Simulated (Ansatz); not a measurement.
We consider 2H WS2, described by PBE-D3(BJ) (Ansatz, a quantum-chemistry and plane-wave program, PAW).

Settings: plane-wave cutoff 500 eV, 12×12×4 k mesh (along the axes of the cell as run), Fermi–Dirac smearing 0.05 eV, scalar-relativistic PAW data made under PBE.

Computed at the level's own relaxed cell.

### Question
Give the computed volume per atom, equilibrium lattice constant a and c axis length.

### Answer

- volume per atom: 17.43 Å³/atom
- equilibrium lattice constant a: 3.154 Å
- c axis length: 12.142 Å

Measured, for comparison: lattice constant a 3.153 Å, lattice parameter c 12.323 Å (300 K, no zero-point or thermal correction; as tabulated in arXiv:1605.07067). Computed (rounded) less measured: lattice constant a 0.0 %, lattice parameter c -1.5 %. A static lattice is as a rule a little smaller and stiffer than an uncorrected measurement, which narrows the difference in the lattice parameter c and would widen misses of the other sign.

Spin–orbit coupling is not included.

It cost about 90 core-seconds (a rough figure) of CPU time.
